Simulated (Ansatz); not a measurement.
# H6OSi2: the cost of one run

Program: Ansatz 0.2.0. Level of theory: RKS LDA/def2-SVP. These are calculated values, not measurements.

### 1 The system as given

Bond lengths: Si1–Si2 2.220 Å, Si2–H3 1.460 Å, Si2–H4 1.460 Å, Si2–H5 1.460 Å, Si1–O6 1.680 Å, O6–H7 1.010 Å, Si1–H8 1.459 Å, Si1–H9 1.459 Å. Angles: Si1–Si2–H3 109.5°, Si1–Si2–H4 109.5°, Si1–Si2–H5 109.5°, H3–Si2–H4 109.4°, H3–Si2–H5 109.4°, H4–Si2–H5 109.4°, Si2–Si1–O6 109.4°, Si2–Si1–H8 109.5°, Si2–Si1–H9 109.5°, O6–Si1–H8 109.5°, O6–Si1–H9 109.5°, H8–Si1–H9 109.5°, Si1–O6–H7 109.5°.

Coordinates:

```xyz
9

Si    0.0000    0.0000    0.0000
Si    0.0000    0.0000    2.2200
H    -1.3148   -0.4067    2.7074
H     1.0096   -0.9353    2.7074
H     0.3052    1.3420    2.7074
O     1.5842    0.0000   -0.5594
H     1.9006   -0.9521   -0.6761
H    -0.6877    1.1914   -0.4862
H    -0.6877   -1.1914   -0.4862
```

### 2 Preparing the start

input.yaml reads:

```yaml
crystal:
  periodic: [false, false, false]
  atoms:
    - { symbol: Si, position_ang: [0.0, 0.0, 0.0] }
    - { symbol: Si, position_ang: [0.0, 0.0, 2.22] }
    - { symbol: H, position_ang: [-1.3148, -0.4067, 2.7074] }
    - { symbol: H, position_ang: [1.0096, -0.9353, 2.7074] }
    - { symbol: H, position_ang: [0.3052, 1.342, 2.7074] }
    - { symbol: O, position_ang: [1.5842, 0.0, -0.5594] }
    - { symbol: H, position_ang: [1.9006, -0.9521, -0.6761] }
    - { symbol: H, position_ang: [-0.6877, 1.1914, -0.4862] }
    - { symbol: H, position_ang: [-0.6877, -1.1914, -0.4862] }
basis:
  gaussian: { orbitals: def2-SVP }
hamiltonian:
  xc: lda
relax:
  f_tol: 0.02
  max_steps: 40
```

Run with:

```bash
> ansatz run input.yaml --threads 2 --pin off --max-ram 3072MiB --backend cpu --events-out ev --progress --plain --runs-dir out
```

What time and memory should one allow on 2 threads of Intel Xeon Platinum 8259CL at 2.50GHz (Skylake/Cascade Lake), shared host?

About 7.9 s, with a peak of 0.16 GiB.
